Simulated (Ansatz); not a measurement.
H₂S + `[OH]`• → `[SH]`• + H₂O at 400 K and 1 bar (hydrogen abstraction from the S–H bond).

Computed with Ansatz on PBE0-D4/def2-TZVP structures; ΔE is electronic, products minus reactants. CCSD(T)/CBS is frozen-core, at the limit of the def2 triple- and quadruple-zeta sets. No spin–orbit coupling; open shells (•) take unrestricted orbitals.

```
species  CCSD(T)/CBS energy (Eh)  H − E (kJ/mol)  S (J/(mol·K))
    H₂S               -398.97119            53.4          215.9
`[OH]`•                -75.67603            34.1          192.6
`[SH]`•               -398.31788            27.8          206.5
    H₂O                -76.37685            69.8          198.6
```

H − E and S are ideal-gas, rigid-rotor, harmonic terms from PBE0-D4/def2-TZVP, with the whole ground term of open shells counted as degenerate. 1 Eh = 2625.50 kJ/mol, R = 8.31446 J/(mol·K).

Task: By hand: ΔE, ΔH, ΔS and ΔG.

Result: ΔE = (-398.31788) + (-76.37685) − (-398.97119) − (-75.67603) = -0.04751 Eh = -124.7 kJ/mol. Δ(H − E) = 27.8 + 69.8 − 53.4 − 34.1 = 10.1, so ΔH = -114.6 kJ/mol. ΔS = 206.5 + 198.6 − 215.9 − 192.6 = -3.4 J/(mol·K). ΔG = -114.6 − 400 × (-3.4)/1000 = -113.2 kJ/mol.

Task: By hand: the equilibrium constant, and the temperature at which ΔG would vanish if ΔH and ΔS stayed fixed.

Result: log₁₀ K = −ΔG/(RT ln 10) = 14.8. ΔG = 0 at ΔH/ΔS = 33706 K, far beyond where these terms or the molecules hold.

The number of gas molecules stays the same, so ΔS is small and ΔH decides. A doubt of 5 kJ/mol in ΔE shifts log₁₀ K by 0.7 here. These are equilibria of isolated gas molecules and say nothing of rates. Largest T1 diagnostic: 0.011 (customary marks: 0.02 for closed shells, 0.045 for open ones).
